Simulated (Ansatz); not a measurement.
A made-up structure of CH5OS (charge +1), closed shell:

```
atom    x (Å)    y (Å)    z (Å)
  O1  -1.4561   0.4046  -0.2587
  C2   0.7867  -1.1011  -0.2413
  S3  -0.1614   0.6002   0.0166
  H4  -1.6738   0.5939  -1.1803
  H5   0.5294   1.4384  -0.8018
  H6   0.0288   0.8733   1.3352
  H7   1.6753  -0.8929   0.2979
  H8   0.3264  -1.6134   0.5645
```

It is relaxed with PBE-D4/def2-SVP and then PBE0-D4/def2-TZVP (Ansatz 0.2.0). Atoms count as bonded within 1.22 times the sum of their covalent radii (H–H: 0.88 Å). The end point is not checked to be a true minimum.

Task: Does its bonding change? (A judgement: the text doesn't fix the answer.)

Result: By the calculation: No: no bond forms or breaks.

Where it ends: The first stage lowers the energy by 5.10 eV in 15 steps. It ends as CH₅OS ([CH2][SH2][OH]), total charge +1:
```xyz
8
angstrom
O -1.4894 0.7570 -0.4473
C 0.8435 -0.8754 0.2245
S -0.0294 0.4389 0.1357
H -1.6322 0.4450 -1.3584
H 0.7288 1.3861 -0.4537
H -0.3845 0.8992 1.3526
H 1.4990 -1.0823 -0.6136
H 0.5196 -1.6655 0.8922
```

Labels in which every atom is bracketed show which atoms are joined, not bond orders.

For scale, one of the runs: PBE0-D4/def2-TZVP relaxation, 129 basis functions, launched by `ansatz run in.yaml --threads 2 --pin off --events-out ev --progress --plain --max-ram 4352MiB`. The run took about 40 s on 2 CPU threads of an Intel Xeon Platinum 8259CL (shared host).
